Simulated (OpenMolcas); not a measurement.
**How methods differ on PNH4 (SMILES N=[PH3])**

PNH4: 6 atoms, total charge 0, spin state singlet. SMILES: `N=[PH3]`. The coordinates come from a GFN2-xTB relaxation.

```xyz
6

N     0.6145   -0.7126    0.8681
P    -0.1568    0.2251   -0.0815
H     1.0353   -1.5193    0.4338
H    -1.2997   -0.1796   -0.7813
H     0.4653    0.9308   -1.1183
H    -0.6585    1.2556    0.6793
```

Quantity: the energy change with the P2–H5 bond stretched from 1.400 to 3.500 Å, in eV. The values are calculated.

```tsv
level	kind	program	value (eV)	less FCI/STO-3G	CPU time (all runs)
HF/STO-3G (restricted)	Hartree–Fock	OpenMolcas	7.92	+5.74	3.4 s
r2SCAN/STO-3G (restricted)	meta-GGA	OpenMolcas	-13.94	-16.12	55 s
M06-2X/STO-3G (restricted)	hybrid meta-GGA	OpenMolcas	5.97	+3.79	13 s
B2PLYP/STO-3G (restricted)	double hybrid	OpenMolcas	3.65	+1.47	11 s
MP2/STO-3G (restricted)	perturbation theory	OpenMolcas	2.60	+0.42	3.5 s
SC-NEVPT2(2,2)/STO-3G	multireference	OpenMolcas	2.22	+0.04	3.3 s
CISD/STO-3G (restricted)	coupled cluster or CI	OpenMolcas	3.41	+1.23	3.7 s
FCI/STO-3G	exact in the basis	OpenMolcas	2.18	0.00	1.8 min
```

FCI/STO-3G is exact within its basis and frozen core, so for wave-function methods in that basis the difference is their error; functionals converge differently with the basis, so for them it is only a difference. Spin-restricted single references rise too steeply as a bond breaks, Hartree–Fock most of all. The first shape isn't each level's own minimum. The values span -13.94 to 7.92 eV. All rows use very small basis sets, so even the best lies far from the true value. Times are those of the runs behind each value, whatever else they computed, on shared processors of several kinds: orders of magnitude only.
